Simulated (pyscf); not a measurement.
PySCF, gas phase, ωB97X-D3(BJ)/def2-SVP geometries.

Problem. PBE/def2-TZVP puts the barrier of SiH₂ [singlet] + HF → F–SiH: [singlet] + H₂ (four-centre exchange; singlet surface; H–Si, F–H broken, F–Si, H–H formed) at -7.6 kcal/mol and the reaction energy at -35.3 kcal/mol, from the separated reactants. What do r²SCAN/def2-TZVP, PBE0-D3(BJ)/def2-TZVP, ωB97M-D3(BJ)/def2-TZVP give on the same structures?

Solution. r²SCAN: ΔE‡ = -6.2 kcal/mol, ΔE = -36.7 kcal/mol; PBE0-D3(BJ): ΔE‡ = -3.4 kcal/mol, ΔE = -33.3 kcal/mol; ωB97M-D3(BJ): ΔE‡ = -1.1 kcal/mol, ΔE = -35.5 kcal/mol. PBE's barrier lies under all of them, by 1.4 to 6.5 kcal/mol. Its reaction energy lies among theirs. On the reactant side the descent ends in a bound adduct, 8.6 kcal/mol under the separated species and 7.7 kcal/mol under the saddle at ωB97X-D3(BJ)/def2-TZVP. At PBE, r²SCAN, PBE0-D3(BJ), ωB97M-D3(BJ) the saddle lies under the separated reactants, which points to a path from their complex (located at ωB97X-D3(BJ) alone). One saddle was located; it need not be the lowest between these sides.
